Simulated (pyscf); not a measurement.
`[CH3][CH]([CH3])[NH2]` -> `[CH2]=[CH][CH3]` + `[NH3]`, an elimination (singlet surface; C–N, C–H broken, H–N formed). PySCF, gas phase, ωB97X-D3(BJ)/def2-SVP geometries. Energies in eV from the reactant's lowest minimum found.

Small-basis levels: PySCF, no dispersion term, spherical d functions. AM1 to PM7: differences of heats of formation from MOPAC. GFN2-xTB: tblite. Cost: rough CPU time at the saddle relative to B3LYP/6-31G*, from one job on a shared machine.

```json
[
 {"level": "HF/STO-3G", "barrier": "5.40", "reaction energy": "+2.23", "cost": "0.05"},
 {"level": "HF/3-21G", "barrier": "3.43", "reaction energy": "+0.88", "cost": "0.08"},
 {"level": "SVWN5/6-31G*", "barrier": "2.95", "reaction energy": "+1.50", "cost": "1"},
 {"level": "BP86/6-31G*", "barrier": "3.06", "reaction energy": "+0.91", "cost": "2"},
 {"level": "B3LYP/STO-3G", "barrier": "4.19", "reaction energy": "+1.89", "cost": "0.5"},
 {"level": "M06-2X/6-31G*", "barrier": "3.39", "reaction energy": "+1.11", "cost": "2"},
 {"level": "B3LYP/6-311+G**", "barrier": "3.05", "reaction energy": "+0.56", "cost": "2"},
 {"level": "B3LYP/def2-SVP", "barrier": "3.14", "reaction energy": "+0.83", "cost": "1"},
 {"level": "GFN2-xTB", "barrier": "3.84", "reaction energy": "+1.49", "cost": "under 0.02"},
 {"level": "PM3", "barrier": "2.84", "reaction energy": "+0.98", "cost": "under 0.02"},
 {"level": "PM6", "barrier": "2.55", "reaction energy": "+0.89", "cost": "under 0.02"},
 {"level": "PM7", "barrier": "2.80", "reaction energy": "+0.79", "cost": "under 0.02"},
 {"level": "ωB97M-D3(BJ)/def2-TZVP", "barrier": "3.12", "reaction energy": "+0.78", "cost": "–"}
]
```

Against the last row the barrier runs from -0.57 (PM6) to +2.28 eV (HF/STO-3G). ωB97M-D3(BJ)/def2-TZVP has limits of its own. This is the saddle that the search found; another between the same sides may lie lower.
